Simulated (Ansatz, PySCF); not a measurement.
A calculation on grey tin (α-Sn) returned lattice constant a 6.563 Å, bulk modulus 39.9 GPa, cohesive energy 3.49 eV/atom.

For reference: lattice constant a 6.477 Å (measured, static lattice: zero-point anharmonic expansion removed; as tabulated in Mejia-Rodriguez and Trickey (2018), arXiv:1807.09216); bulk modulus 42.8 GPa (measured, 0 K value with the zero-point phonon effect removed; as tabulated in Mejia-Rodriguez and Trickey (2018), arXiv:1807.09216).

Problem. Which level of theory produced these numbers?
A) PBE-D4 (Ansatz (a program for electronic structure))
B) r²SCAN0 (Ansatz)
C) MP2 (PySCF)
D) PBEsol-D3(BJ) (Ansatz)

Solution. A, PBE-D4 (Ansatz)

The others give: MP2 6.444 Å, 47.4 GPa, 3.71 eV/atom; PBEsol-D3(BJ) 6.469 Å, 45.4 GPa, 3.86 eV/atom; r²SCAN0 6.503 Å, 48.4 GPa, 3.20 eV/atom.

Unless a cell is named, each level is at its own relaxed cell (MP2 33.45, PBE-D4 35.34, PBEsol-D3(BJ) 33.83, r²SCAN0 34.38 Å³/atom).

Ansatz's density-functional and Hartree–Fock values are scalar-relativistic unless marked +SOC, with PAW data made under PBE.
